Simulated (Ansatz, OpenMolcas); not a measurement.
How methods differ on BH2Cl− (SMILES [BH2-]Cl)

The species is BH2Cl− (4 atoms), meant as a doublet with charge -1. As SMILES, `[BH2-]Cl`. The shape is that of a GFN2-xTB optimisation.

```xyz
4

B    -0.0727   -0.1943   -0.3373
Cl    1.3902    0.0624    0.8848
H    -0.9640   -0.7526    0.2646
H    -0.3535    0.8845   -0.8121
```

Quantity: the energy change with the B1–H4 bond stretched from 1.212 to 2.423 Å, in eV. The values are calculated.

```
             level                    kind     program  value (eV)  less FCI/STO-3G
       ROHF/STO-3G            Hartree–Fock  OpenMolcas        5.98            +1.30
        UHF/STO-3G            Hartree–Fock      Ansatz        4.88            +0.20
     UBHLYP/STO-3G           global hybrid      Ansatz        5.05            +0.37
 UCAM-B3LYP/STO-3G  range-separated hybrid      Ansatz        4.97            +0.29
     UHSE06/STO-3G  range-separated hybrid      Ansatz        4.93            +0.25
CASSCF(3,3)/STO-3G          multireference  OpenMolcas        4.75            +0.07
   UBCCD(T)/STO-3G   coupled cluster or CI      Ansatz        4.69            +0.01
      UCCSD/STO-3G   coupled cluster or CI      Ansatz        4.74            +0.06
        FCI/STO-3G      exact in the basis      Ansatz        4.68             0.00
```

FCI/STO-3G is exact within its basis and frozen core, so for wave-function methods in that basis the difference is their error; functionals converge differently with the basis, so for them it is only a difference. Sets without diffuse functions describe the anion poorly. The first shape isn't each level's own minimum. The values span 4.68 to 5.98 eV. Spin contamination of the reference (⟨S²⟩ at least 0.1 too high) touches UHF/STO-3G, UBHLYP/STO-3G, UCAM-B3LYP/STO-3G, UHSE06/STO-3G, UBCCD(T)/STO-3G, UCCSD/STO-3G. All rows use very small basis sets, so none should be taken for the real molecule's value.
